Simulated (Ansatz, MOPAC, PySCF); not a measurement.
Enthalpy of formation at 298 K: 5 cases among radicals of organics with oxygen, in kcal/mol, species as SMILES. Terms: LANL2DZ all-electron up to Ne; 6-311+G** with 5d; UHF or UKS for open shells; dispersion terms only where a functional's name holds one; non-relativistic; spin-orbit terms left out; 6-31G* and kin with 6d, 5d where marked; frozen cores in correlated levels. Ab initio and DFT rows: single points at B3LYP-D3(BJ) geometries (Ansatz, an electronic-structure program), with unscaled harmonic terms from B3LYP/6-31G* (Ansatz) at its own minima, enthalpies of formation by atomisation with measured atoms. Semi-empirical rows: MOPAC heats of formation at their own minima for 298 K. A UHF reference is markedly spin-contaminated in at least one set, which strains HF and MP2.

Measured values: Active Thermochemical Tables 1.112 (ions: stationary electron), as tabulated in the package chemicals; G2/97 table in ASE (Curtiss et al.); they hold spin-orbit and core effects, anharmonicity. 

| species | atoms | measured | error of B3LYP/STO-3G (Ansatz) | error of MNDO (MOPAC) | error of HF/6-31G* (Ansatz) | error of B3LYP/LANL2DZ (Ansatz) | error of MP2/6-311+G** (Ansatz) | error of PBE/def2-TZVPD (Ansatz) | error of M06-2X/def2-TZVPD (PySCF) |
|---|---|---|---|---|---|---|---|---|---|
| [CH]=O (CHO) | 3 | 10.0 | -2.3 | -11.4 | 100.7 | 32.5 | 8.1 | -15.9 | 0.6 |
| [CH]=C=O | 4 | 42.5 | -8.0 | -5.9 | 145.9 | 40.4 | 16.0 | -29.5 | -2.0 |
| C[O] (CH3O) | 5 | 4.1 | -62.1 | -10.0 | 112.2 | 16.6 | 24.7 | -11.6 | 0.1 |
| [CH2]O (CH3O) | 5 | -3.8 | -40.7 | -29.1 | 128.2 | 24.4 | 20.6 | -11.1 | 0.4 |
| C[C]=O | 6 | -2.3 | -59.6 | -13.9 | 169.6 | 37.6 | 21.7 | -21.3 | 0.8 |

| level | cases | mean signed error | mean absolute error | median absolute error | largest absolute error |
|---|---|---|---|---|---|
| B3LYP/STO-3G (Ansatz) | 5 | -34.54 | 34.54 | 40.70 | 62.1 |
| MNDO (MOPAC) | 5 | -14.06 | 14.06 | 11.40 | 29.1 |
| HF/6-31G* (Ansatz) | 5 | 131.32 | 131.32 | 128.20 | 169.6 |
| B3LYP/LANL2DZ (Ansatz) | 5 | 30.30 | 30.30 | 32.50 | 40.4 |
| MP2/6-311+G** (Ansatz) | 5 | 18.22 | 18.22 | 20.60 | 24.7 |
| PBE/def2-TZVPD (Ansatz) | 5 | -17.88 | 17.88 | 15.90 | 29.5 |
| M06-2X/def2-TZVPD (PySCF) | 5 | -0.02 | 0.78 | 0.60 | 2.0 |

B3LYP/STO-3G lies above in 0 of 5 cases and within 2 kcal/mol in 0; mean signed error -34.54 kcal/mol, mean absolute 34.54 kcal/mol (5.15 over the 2 cases of up to 4 atoms, 54.13 over the larger). These figures hold for the species listed. A straight line through its errors against the number of atoms has a slope of -22.32 kcal/mol an atom.

How the rows were picked: cases drawn at random among the computed members of the class that have a tabulated value. The batch they came from held 28 cases of this property in the class: 5 with a tabulated value, 19 with clean coupled cluster alone, 4 with neither, which enter no statistics. The levels are drawn from those run on every case listed, the commonest habits more often. No case is left out for the size of its miss. Left out are saddle points of the reference geometry, anions that the best level run finds unbound, excited spin states, species near biochemistry, 298 K rows of species without real B3LYP wavenumbers, cases with under five habitual levels, runs that failed or that the program found above a lower state of the same kind, table entries that another table contradicts, and a share of species set aside by lot.
